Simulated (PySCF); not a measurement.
# Redox energetics: methanethial

System: methanethial, `C=S` (CH2S). Atom numbers as in the mapped SMILES `[CH2:1]=[S:2]`.

These are calculated values, B3LYP-D3(BJ)/ma-def2-TZVP in PySCF (grid level 2) at geometries from PBE0-D3(BJ)/ma-def2-SVP. The prefix ma- adds one diffuse s and one diffuse p function on all atoms but H. Zero-point and thermal terms (298.15 K, 1 bar) come from unscaled PBE0-D3(BJ)/ma-def2-SVP harmonic frequencies, with soft modes damped to free rotors in the entropy.

Frontier levels of the parent: HOMO -6.53 eV, LUMO -2.84 eV.

Oxidation to the radical cation:
| Item | Value |
| --- | --- |
| Vertical ionisation energy (electronic) | 9.32 eV |
| Adiabatic ionisation energy (with zero-point energy) | 9.28 eV |
| Adiabatic, electronic part | 9.31 eV |
| Vertical gap at the product's structure | 9.29 eV |
| Inner reorganisation energy (four-point) | 26 meV |
| Relaxation of product / of parent | 9 / 17 meV |
| ⟨S²⟩ of the product | 0.760 |
| Largest spin populations | S2 1.00, C1 -0.10 |
| Largest changes of atomic charge | S2 0.71, H (on C1) 0.11, H (on C1) 0.11 |
| Distances that move most (Å) | C1–S2 1.609 → 1.591; C1–H 1.101 → 1.108; C1–H 1.101 → 1.108 |

Reduction to the radical anion:
* Vertical electron affinity (electronic): 0.45 eV
* Adiabatic electron affinity (with zero-point energy): 0.68 eV
* Adiabatic, electronic part: 0.61 eV
* Vertical gap at the product's structure: 0.81 eV
* Inner reorganisation energy (four-point): 364 meV
* Relaxation of product / of parent: 157 / 207 meV
* ⟨S²⟩ of the product: 0.756
* Largest spin populations: C1 0.71, S2 0.33
* Largest changes of atomic charge: S2 -0.57, C1 -0.29
* Distances that move most (Å): C1–S2 1.609 → 1.714

Measured values (NIST Chemistry WebBook, evaluated or the median of agreeing entries): adiabatic ionisation energy 9.36 eV (computed 9.28, difference -0.08); adiabatic electron affinity 0.47 eV (computed 0.68, difference 0.21).

Structures, frequencies and single points took 48 s of wall time on 1 thread of Arm Neoverse V1 (shared host), launched as `OMP_NUM_THREADS=1 python redox_run.py task.json out`.
